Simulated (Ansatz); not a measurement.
in.yaml

```yaml
crystal:
  periodic: [false, false, false]
  atoms:
    - {symbol: C, position_ang: [0.000000, 0.000000, -1.983300]}
    - {symbol: Al, position_ang: [0.000000, 0.000000, -0.052500]}
    - {symbol: Cl, position_ang: [0.000000, 0.000000, 2.035800]}
basis:
  gaussian: {orbitals: cc-pVDZ}
magnetization: {spin_polarized: true, initial_magnetization: 2}
correlation: {method: ccsd_t, electrons: outside_noble_gas}
```

```sh
$ ansatz run in.yaml --threads 1 --pin off --events-out ev --progress --plain --max-ram 4096MiB --backend cpu
```

Log:

```
509 factors; integrals over basis functions are off by at most 5.7e-4 eV
mean field evaluation 1: about -20113.3802 eV, gradient 1.0e1 eV
mean field evaluation 2: about -20113.3829 eV, gradient 1.0e1 eV
mean field evaluation 4: about -20114.2079 eV, gradient 1.4e0 eV
mean field evaluation 8: about -20114.2353 eV, gradient 2.0e-1 eV
mean field evaluation 16: about -20114.2976 eV, gradient 1.6e-1 eV
mean field evaluation 32: about -20114.2296 eV, gradient 1.7e-1 eV
mean field evaluation 64: about -20114.2265 eV, gradient 2.8e-1 eV
mean field evaluation 96: about -20111.7983 eV, gradient 1.9e-1 eV
mean field evaluation 128: about -20114.2095 eV, gradient 2.2e-1 eV
mean field evaluation 160: about -20112.7565 eV, gradient 8.4e-1 eV
...
cycle   2  -8.20334897 eV  change   -3.2e-3 eV  update   3.7e-3
cycle   3  -8.20697491 eV  change   -3.6e-3 eV  update   2.6e-3
cycle   4  -8.20793444 eV  change   -9.6e-4 eV  update   1.3e-3
cycle   5  -8.21017500 eV  change   -2.2e-3 eV  update   5.3e-4
cycle   6  -8.21138853 eV  change   -1.2e-3 eV  update   1.8e-4
cycle   7  -8.21147740 eV  change   -8.9e-5 eV  update   5.9e-5
cycle   8  -8.21147522 eV  change    2.2e-6 eV  update   3.3e-5
cycle   9  -8.21148257 eV  change   -7.3e-6 eV  update   1.5e-5
cycle  10  -8.21149828 eV  change   -1.6e-5 eV  update   8.0e-6
cycle  11  -8.21150509 eV  change   -6.8e-6 eV  update   3.6e-6
perturbative correction -0.30068399 eV, -0.0110499328 hartree
Total energy: -20122.81305043 eV, -739.4997398707 hartree
```

For the same geometry and basis RCCSDT(Q) lies 95.5 meV lower. The determinant has ⟨S²⟩ = 2.31, so this isn't a pure spin state.

Ran on 1 thread of AMD EPYC 7R13, shared host: 15 s wall, 0.16 GiB peak host memory.
